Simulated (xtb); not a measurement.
xtb input (GFN2-xTB):

```bash
xtb mol.xyz --gfn 2 --sp --chrg 0 --uhf 0
```
mol.xyz:
```
10

C     -0.00677442     1.13492425     0.30903550
C      0.00621328    -1.13287317     0.31648329
C      0.74276151     0.00321406    -0.31659517
C     -0.74219232    -0.00529457    -0.31789940
H     -0.00831064     1.23676748     1.39372236
H     -0.01170322     2.07740938    -0.22784986
H      0.00580282    -1.22760088     1.40181571
H      0.01209977    -2.07885887    -0.21420004
H      1.42548386     0.00439170    -1.14856569
H     -1.42342090    -0.01193223    -1.15106786
```

End of the output:

```
         :::::::::::::::::::::::::::::::::::::::::::::::::::::
         ::                     SUMMARY                     ::
         :::::::::::::::::::::::::::::::::::::::::::::::::::::
         :: total energy             -11.535810090744 Eh    ::
         :: gradient norm              0.020372859044 Eh/a0 ::
         :: HOMO-LUMO gap              6.845739612681 eV    ::
         ::.................................................::
         :: SCC energy               -11.727632353620 Eh    ::
         :: -> isotropic ES            0.001330409880 Eh    ::
         :: -> anisotropic ES          0.002070058718 Eh    ::
         :: -> anisotropic XC          0.008047910578 Eh    ::
         :: -> dispersion             -0.004090171208 Eh    ::
         :: repulsion energy           0.191822262876 Eh    ::
         :: add. restraining           0.000000000000 Eh    ::
         :: total charge               0.000000000000 e     ::
         :::::::::::::::::::::::::::::::::::::::::::::::::::::

           -------------------------------------------------
          |                Property Printout                |
           -------------------------------------------------

    * Orbital Energies and Occupations

         #    Occupation            Energy/Eh            Energy/eV
      -------------------------------------------------------------
         1        2.0000           -0.6580841             -17.9074
         2        2.0000           -0.5938928             -16.1606
         3        2.0000           -0.5575418             -15.1715
         4        2.0000           -0.5574349             -15.1686
         5        2.0000           -0.5248002             -14.2805
         6        2.0000           -0.4888732             -13.3029
         7        2.0000           -0.4809652             -13.0877
         8        2.0000           -0.4473152             -12.1721
         9        2.0000           -0.4356007             -11.8533
        10        2.0000           -0.4305759             -11.7166
        11        2.0000           -0.3752197             -10.2102 (HOMO)
        12                         -0.1236434              -3.3645 (LUMO)
        13                          0.0370117               1.0071
        14                          0.0736925               2.0053
        15                          0.1336050               3.6356
Note: The following floating-point exceptions are signalling: IEEE_UNDERFLOW_FLAG IEEE_DENORMAL
normal termination of xtb
        16                          0.1371521               3.7321
        17                          0.1595859               4.3426
        18                          0.2284195               6.2156
        19                          0.2400476               6.5320
        20                          0.3279338               8.9235
        21                          0.4238344              11.5331
        22                          0.4316576              11.7460
      -------------------------------------------------------------
                  HL-Gap            0.2515763 Eh            6.8457 eV
             Fermi-level           -0.2494315 Eh           -6.7874 eV

     #   Z          covCN         q      C6AA      α(0)
     1   6 C        3.880    -0.051    21.433     6.582
     2   6 C        3.880    -0.051    21.433     6.582
     3   6 C        3.858    -0.038    21.213     6.550
     4   6 C        3.858    -0.038    21.213     6.550
     5   1 H        0.925     0.035     2.519     2.482
     6   1 H        0.925     0.028     2.609     2.526
     7   1 H        0.925     0.035     2.519     2.482
     8   1 H        0.925     0.028     2.609     2.526
     9   1 H        0.926     0.026     2.650     2.546
    10   1 H        0.926     0.026     2.650     2.546

 Mol. C6AA /au·bohr⁶  :        789.077358
 Mol. C8AA /au·bohr⁸  :      17625.355103
 Mol. α(0) /au        :         41.372284

Wiberg/Mayer (AO) data.
largest (>0.10) Wiberg bond orders for each atom

 ---------------------------------------------------------------------------
     #   Z sym  total        # sym  WBO       # sym  WBO       # sym  WBO
 ---------------------------------------------------------------------------
     1   6 C    3.958 --     3 C    0.982     4 C    0.982     6 H    0.980
                             5 H    0.974
     2   6 C    3.958 --     3 C    0.982     4 C    0.982     8 H    0.980
                             7 H    0.974
     3   6 C    3.861 --     1 C    0.982     2 C    0.982     9 H    0.972
                             4 C    0.903
     4   6 C    3.861 --     1 C    0.982     2 C    0.982    10 H    0.972
                             3 C    0.903
     5   1 H    0.999 --     1 C    0.974
     6   1 H    0.999 --     1 C    0.980
     7   1 H    0.999 --     2 C    0.974
     8   1 H    0.999 --     2 C    0.980
     9   1 H    0.999 --     3 C    0.972
    10   1 H    0.999 --     4 C    0.972
 ---------------------------------------------------------------------------

Topologies differ in total number of bonds
Writing topology from bond orders to xtbtopo.mol

molecular dipole:
                 x           y           z       tot (Debye)
 q only:       -0.000       0.000       0.035
   full:        0.000      -0.001      -0.204       0.518
molecular quadrupole (traceless):
                xx          xy          yy          xz          yz          zz
 q only:       -0.510      -0.005       0.339      -0.001      -0.001       0.170
  q+dip:       -2.118      -0.013       0.066      -0.004       0.006       2.052
   full:       -1.831      -0.013       0.406      -0.003       0.003       1.426

           -------------------------------------------------
          | TOTAL ENERGY              -11.535810090744 Eh   |
          | GRADIENT NORM               0.020372859044 Eh/α |
          | HOMO-LUMO GAP               6.845739612681 eV   |
           -------------------------------------------------

------------------------------------------------------------------------
------------------------------------------------------------------------
 total:
 SCF:
```
